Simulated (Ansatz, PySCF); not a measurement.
This PySCF input computes a B3LYP/def2-TZVPD energy:

```python
from pyscf import gto, scf, dft

mol = gto.M(
    atom='''
    C    -0.16649132    0.77560483    0.01113563
    O    -0.09158675   -0.73334912   -0.01012874
    H     0.83810554   -1.00422090   -0.01541851
    H     0.44817495    1.09642783    0.89008978
    H     0.44536144    1.12095706   -0.86045513
    ''',
    basis='def2-tzvpd',
    charge=-1,
    spin=0,
    verbose=4,
)

mf = dft.RKS(mol, xc='b3lyp').density_fit(auxbasis='def2-universal-jkfit')
mf.grids.level = 3
mf.conv_tol = 1e-9
mf.max_cycle = 100
mf.max_memory = 1500
mf.kernel()
if not mf.converged:
    mf = mf.newton()
    mf.kernel(mf.make_rdm1())
mf.analyze()
```

Q: Write an input for the same energy in Ansatz (a quantum-chemistry and plane-wave program) and say what it gives.

A: 
Ansatz 0.2 input:
```yaml
crystal:
  periodic: [false, false, false]
  atoms:
    - {symbol: C, position_ang: [-0.16649132, 0.77560483, 0.01113563]}
    - {symbol: O, position_ang: [-0.09158675, -0.73334912, -0.01012874]}
    - {symbol: H, position_ang: [0.83810554, -1.00422090, -0.01541851]}
    - {symbol: H, position_ang: [0.44817495, 1.09642783, 0.89008978]}
    - {symbol: H, position_ang: [0.44536144, 1.12095706, -0.86045513]}
basis:
  gaussian:
    orbitals: def2-TZVPD
hamiltonian:
  xc: {name: B3LYP}
total_charge: -1
output: {forces: true}
```
It gives -115.09921 Eh, and PySCF -115.09925 Eh, a difference of 0.04 mEh, from the treatment of integrals and grids.

It need not be the lowest isomer of its formula. Whether it binds its extra electron was not tested at this geometry.
